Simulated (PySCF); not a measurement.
## Atomic charges against the basis set

C5H7F.
Z-matrix (Å and degrees, PBE0-D3(BJ)/def2-SVP geometry), rows numbered from 1:
```
C 
C   1  1.3387
C   2  1.4519  1  124.12
F   3  1.3419  2  114.43  1    -0.37
C   3  1.3412  2  125.84  1   179.61
C   5  1.4878  3  125.22  2  -179.86
H   1  1.0917  2  121.03  3  -179.98
H   1  1.0924  2  120.99  3     0.00
H   2  1.0940  1  120.69  3  -179.96
H   5  1.0935  3  116.08  2     0.03
H   6  1.1033  5  111.11  3   117.40
H   6  1.0979  5  111.32  3    -3.22
H   6  1.1026  5  111.13  3  -124.15
```

PBE0 throughout (PySCF), one geometry, spherical d and f functions. Isolated species at its PBE0-D3(BJ)/def2-SVP geometry (one conformer only). The first 7 of 11 kinds of atom are listed.

Mulliken charges (e):

```tsv
basis	functions	C1	C2	C3	F4	C5	C6	H7
STO-3G	37	-0.166	-0.099	+0.087	-0.078	-0.110	-0.241	+0.087
6-31G	68	-0.371	-0.137	+0.322	-0.330	-0.192	-0.556	+0.164
pcSseg-0	68	-0.398	-0.274	+0.295	-0.360	-0.272	-0.674	+0.228
6-31G*	98	-0.405	-0.174	+0.425	-0.325	-0.245	-0.579	+0.177
cc-pVDZ	119	-0.017	-0.114	+0.218	-0.177	-0.192	-0.033	+0.048
def2-SVP	119	-0.063	-0.097	+0.242	-0.217	-0.211	-0.020	+0.055
aug-cc-pVDZ	201	+0.289	+1.163	+1.170	-0.620	+0.250	+0.061	-0.439
6-311+G(2d,p)	204	-0.450	+0.199	+0.207	-0.350	+0.189	-0.758	+0.127
def2-TZVP	228	-0.270	-0.181	+0.252	-0.205	-0.177	-0.352	+0.134
cc-pVTZ	278	-0.279	-0.134	+0.257	-0.171	-0.214	-0.276	+0.121
IGLO-III	280	-0.238	-0.121	+0.310	-0.254	-0.110	-0.370	+0.112
pcSseg-2	314	-0.104	-0.142	+0.399	-0.282	-0.174	-0.029	+0.060
```

IAO charges (e):

| basis | functions | C1 | C2 | C3 | F4 | C5 | C6 | H7 |
| --- | --- | --- | --- | --- | --- | --- | --- | --- |
| STO-3G | 37 | -0.256 | -0.168 | +0.124 | -0.094 | -0.179 | -0.401 | +0.139 |
| 6-31G | 68 | -0.309 | -0.167 | +0.246 | -0.264 | -0.183 | -0.440 | +0.159 |
| pcSseg-0 | 68 | -0.292 | -0.171 | +0.242 | -0.252 | -0.189 | -0.433 | +0.154 |
| 6-31G* | 98 | -0.299 | -0.164 | +0.275 | -0.270 | -0.188 | -0.418 | +0.152 |
| cc-pVDZ | 119 | -0.305 | -0.165 | +0.275 | -0.270 | -0.190 | -0.419 | +0.154 |
| def2-SVP | 119 | -0.295 | -0.162 | +0.273 | -0.270 | -0.185 | -0.409 | +0.150 |
| aug-cc-pVDZ | 201 | -0.318 | -0.166 | +0.278 | -0.282 | -0.191 | -0.430 | +0.159 |
| 6-311+G(2d,p) | 204 | -0.318 | -0.166 | +0.278 | -0.283 | -0.191 | -0.432 | +0.159 |
| def2-TZVP | 228 | -0.317 | -0.166 | +0.282 | -0.282 | -0.192 | -0.432 | +0.158 |
| cc-pVTZ | 278 | -0.317 | -0.166 | +0.282 | -0.280 | -0.193 | -0.433 | +0.158 |
| IGLO-III | 280 | -0.319 | -0.166 | +0.280 | -0.283 | -0.192 | -0.433 | +0.159 |
| pcSseg-2 | 314 | -0.317 | -0.167 | +0.281 | -0.283 | -0.192 | -0.432 | +0.159 |

Hirshfeld charges (e):

| basis | functions | C1 | C2 | C3 | F4 | C5 | C6 | H7 |
| --- | --- | --- | --- | --- | --- | --- | --- | --- |
| STO-3G | 37 | -0.058 | -0.036 | +0.057 | -0.036 | -0.068 | -0.033 | +0.030 |
| 6-31G | 68 | -0.095 | -0.058 | +0.072 | -0.085 | -0.062 | -0.098 | +0.050 |
| pcSseg-0 | 68 | -0.090 | -0.057 | +0.076 | -0.075 | -0.061 | -0.103 | +0.049 |
| 6-31G* | 98 | -0.096 | -0.058 | +0.072 | -0.073 | -0.066 | -0.099 | +0.049 |
| cc-pVDZ | 119 | -0.097 | -0.060 | +0.069 | -0.059 | -0.065 | -0.110 | +0.049 |
| def2-SVP | 119 | -0.098 | -0.060 | +0.075 | -0.066 | -0.064 | -0.114 | +0.050 |
| aug-cc-pVDZ | 201 | -0.103 | -0.066 | +0.071 | -0.071 | -0.065 | -0.123 | +0.052 |
| 6-311+G(2d,p) | 204 | -0.099 | -0.066 | +0.068 | -0.074 | -0.065 | -0.115 | +0.051 |
| def2-TZVP | 228 | -0.102 | -0.064 | +0.071 | -0.071 | -0.064 | -0.118 | +0.051 |
| cc-pVTZ | 278 | -0.102 | -0.063 | +0.072 | -0.067 | -0.065 | -0.120 | +0.051 |
| IGLO-III | 280 | -0.103 | -0.065 | +0.072 | -0.072 | -0.065 | -0.122 | +0.051 |
| pcSseg-2 | 314 | -0.103 | -0.064 | +0.073 | -0.072 | -0.064 | -0.124 | +0.052 |

Question: Which scheme is steadiest as the basis changes?

Answer: Largest range over the bases for any column: Hirshfeld 0.09 e, IAO 0.19 e, Mulliken 1.44 e. Hirshfeld charges move least and Mulliken charges most, counted in e. Without the minimal STO-3G basis the ranges are Hirshfeld 0.03, IAO 0.04, Mulliken 1.44 e.

Question: How much do the charges still move between the two largest bases, IGLO-III and pcSseg-2?

Answer: At most, over all atoms: Mulliken 0.341 e, IAO 0.002 e, Hirshfeld 0.002 e.

Question: What do the same runs give for the total energy, the frontier levels and the dipole moment?

Answer: 
```csv
basis,energy (Eh),HOMO (eV),LUMO (eV),μ (D)
STO-3G,-290.4285,-4.12,2.11,0.51
6-31G,-294.1439,-6.37,-0.52,1.51
pcSseg-0,-293.5533,-6.67,-0.81,1.50
6-31G*,-294.2052,-6.28,-0.46,1.19
cc-pVDZ,-294.2301,-6.43,-0.65,1.22
def2-SVP,-293.9977,-6.51,-0.73,1.28
aug-cc-pVDZ,-294.2479,-6.58,-0.89,1.37
"6-311+G(2d,p)",-294.3009,-6.60,-0.90,1.40
def2-TZVP,-294.3268,-6.58,-0.85,1.33
cc-pVTZ,-294.3174,-6.54,-0.80,1.28
IGLO-III,-294.3334,-6.59,-0.89,1.35
pcSseg-2,-294.3270,-6.60,-0.90,1.37
```

The dipole is fixed by the density alone, so its range of 1.00 D shows that the density itself changes with the basis, not only its division among atoms.
